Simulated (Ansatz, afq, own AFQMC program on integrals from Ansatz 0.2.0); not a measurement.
AFQMC on a folder of integrals that Ansatz 0.2.0 wrote.

```yaml
crystal:
  periodic: [false, false, false]
  atoms:
    - {symbol: N, position_ang: [0.000000, 0.000000, 0.000000]}
    - {symbol: H, position_ang: [0.000000, 0.000000, 1.256000]}
basis:
  gaussian: {orbitals: cc-pVDZ}
magnetization: {spin_polarized: true, initial_magnetization: 2}
correlation: {method: ccsd_t, electrons: outside_noble_gas, hamiltonian_folder: ham}
```

```sh
$ ansatz run in.yaml --threads 1 --pin off --events-out ev --progress --plain --max-ram 16896MiB --backend cuda --devices 0, --max-vram 18GiB
```

afq runs on the folder ham with

```
--method phaseless --trial cisd --walkers 4000 --populations 20 --least-time 60 --time-step 0.005 --steps-per-block 50 --equilibration-blocks 28 --max-blocks 4000 --target-error 0.00015 --factor-cut 1e-05 --start spin_pure --seed 8702 --release-times 0.24,0.51,0.99,1.62,2.4 --release-step 0.03 --release-every 3 --taylor-order 6
```

Times are imaginary, in 1/Eh. The walk had a cap of 122 s. With eight or more populations the least sampling time is a fifth of least-time, and the error comes from their spread.

afq prints:

```
orbitals 18  electrons 4 2  factors 115 of 180
reference energy -54.94206582 Eh
CCSD correlation -0.13036037 Eh in 10 cycles, weight of the determinant in the CISD state 0.9416
energy of the start -55.071829 Eh
 block  time / (1/Eh)  mean weight  energy / Eh
     1     0.250  0.9999  -55.071962
     2     0.500  0.9999  -55.072882
     3     0.750  0.9998  -55.073574
     4     1.000  0.9999  -55.074037
     5     1.250  1.0001  -55.074300
    10     2.500  0.9998  -55.074683
    15     3.750  1.0000  -55.074904
    20     5.000  0.9999  -55.075012
    25     6.250  1.0000  -55.074602
    30     7.500  0.9999  -55.074907
    35     8.750  0.9998  -55.075181
    40    10.000  1.0002  -55.075134
    45    11.250  1.0001  -55.075189
    50    12.500  1.0002  -55.075033
    55    13.750  1.0001  -55.075046
    60    15.000  1.0001  -55.074962
    65    16.250  1.0000  -55.075831
    70    17.500  1.0001  -55.074918
    75    18.750  1.0001  -55.074794
    78    19.500  1.0000  -55.074746
error from the spread of 20 populations
released: time / (1/Eh)  energy / Eh  error  mean overlap
  0.24  -55.075066  0.000038  1.0004
  0.51  -55.075093  0.000033  1.0008
  0.99  -55.075102  0.000031  1.0042
  1.62  -55.075169  0.000034  1.0001
  2.40  -55.075161  0.000042  0.9981
energy -55.075036 +/- 0.000041 Eh
(rows thinned)
```

The run passed its tests (sampling time, drift between the halves within three errors, error under three times the target), which doesn't prove that it has relaxed.

Against this walk (error 1.1 meV) on the same determinant: CCSD(T) 14.6 meV higher, CCSDT(Q) 1.9 meV lower (within the noise), CCSDTQ 2.5 meV lower, full CI 2.6 meV lower. The error is statistical and leaves out the bias of the constraint. Released to 2.40 1/Eh the energy lies 3.4 ± 1.6 meV (both errors) below the phaseless value, which shows part or all of the bias of the constraint, and full CI lies 0.8 meV above the released value.

Cautions: constraint bias not in the error; lower spins were not checked.

The walk took 23 s on 1 × NVIDIA H100 80GB HBM3 with 2 threads of AMD EPYC 7R13 Processor (Zen 3), on a shared host (the card was shared). The log's last line is the phaseless energy.

CCSDT and higher add their correlation energy to the determinant of the CCSD(T) run, since their own runs factorise the integrals more tightly (a shift of under 2 meV). A walk keeps the symmetry of its determinant, which the program's search chose and which needn't be the lowest solution, so a lower state of the same spin and another symmetry isn't excluded.
